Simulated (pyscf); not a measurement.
# Four-centre exchange: H₂B–Cl + methane (CH₄) → H₃C–BH–Cl + hydrogen (H₂)

Gas phase, singlet surface, charge 0. Bonds broken: B1–H4, H3–C5. Bonds formed: B1–C5, H3–H4. Single points on ωB97X-D3(BJ)/def2-SVP structures (PySCF, gas phase).

Transition state (Å):

```xyz
9

B      0.1413     0.3436     0.0477
Cl     1.2779    -0.9405     0.6368
H     -0.9193    -0.0345    -0.5325
H     -0.0727     0.1454    -1.2127
C     -1.4224     0.1439     0.8128
H      0.4270     1.5081     0.1267
H     -1.9257    -0.8325     0.7301
H     -1.0509     0.2251     1.8429
H     -2.1342     0.9592     0.6203
```

One imaginary mode, 1168i cm⁻¹; descent along it reached the two sides named.

| bond | change | reactant side (Å) | saddle | product side |
|---|---|---|---|---|
| B1–H4 | breaks | 1.203 | 1.294 | 3.3 |
| H3–C5 | breaks | 1.110 | 1.447 | 3.5 |
| B1–C5 | forms | 3.3 | 1.752 | 1.561 |
| H3–H4 | forms | 2.9 | 1.101 | 0.761 |

Electronic energies relative to the separated reactants (kcal/mol):

```tsv
level	barrier	reaction energy	reverse barrier
ωB97X-D3(BJ)/def2-TZVP	28.9	+2.5	26.4
PBE/def2-TZVP	22.2	+2.1	20.1
r²SCAN/def2-TZVP	24.4	+1.7	22.7
B3LYP-D3(BJ)/def2-TZVP	30.3	+3.0	27.3
PBE0-D3(BJ)/def2-TZVP	23.3	+2.1	21.1
M06-2X/def2-TZVP	29.4	+2.3	27.1
ωB97M-D3(BJ)/def2-TZVP	28.8	+2.7	26.1
HF/def2-TZVP	52.3	+7.7	44.6
```

With ωB97M-D3(BJ)/def2-TZVP energies and thermal terms (ideal gas, 1 atm, RRHO with modes under 100 cm⁻¹ raised to 100, one conformer, R ln 2 for chiral ones without a mode under 150 cm⁻¹), in kcal/mol:

```tsv
T (K)	ΔH‡	ΔG‡	ΔH	ΔG
298	28.8	38.2	-0.4	+0.1
600	28.9	47.8	+0.9	+0.2
900	29.4	57.1	+2.0	-0.5
1200	30.1	66.3	+2.8	-1.4
```

At the saddle there is also a short B–H contact that neither side keeps. This is the saddle that the search found; another between the same sides may lie lower.
